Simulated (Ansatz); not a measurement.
**Worked example: correlation energy of NH⁺, doublet**

Geometry: that of the NH, singlet, kept fixed.

```xyz
2

N     0.0000    0.0000    0.0000
H     0.0000    0.0000    1.0385
```

Basis aug-cc-pVDZ; Ansatz 0.2.0. Only valence electrons are correlated (noble-gas cores frozen), which leaves 5 electrons in 31 orbitals. R marks a restricted (for open shells ROHF) determinant.

Full CI is exact within this basis and frozen core; it isn't the basis-set limit.

Runs differ by some tens of microhartree through their thresholds and, for an open shell, their frozen cores, so steps under 0.03 kcal/mol mean nothing.

```csv
level,total energy (hartree)
RHF,-54.494679
RMP2,-54.586247
RCCSD,-54.613328
RCCSD(T),-54.615289
RCCSDT,-54.615773
RCCSDT(Q),-54.615843
full CI,-54.615857
```

What is the correlation energy at full CI, and what share of it do RMP2 and RCCSDT recover?

E(corr) = -54.615857 − (-54.494679) = -0.121178 hartree = -3.297 eV. RMP2: -0.091568 / -0.121178 = 75.56 %. RCCSDT: -0.121094 / -0.121178 = 99.93 %.

By how many kcal/mol does RCCSD(T) miss full CI (1 hartree = 627.509 kcal/mol), and which steps make up the rest?

-54.615289 − (-54.615857) = 0.000568 hartree = 0.36 kcal/mol. Steps: RCCSDT − RCCSD(T) = -0.30, RCCSDT(Q) − RCCSDT = -0.04, full CI − RCCSDT(Q) = -0.01 kcal/mol. That is within 1 kcal/mol of the reference in this basis, which itself misses far more of the correlation at the basis-set limit.
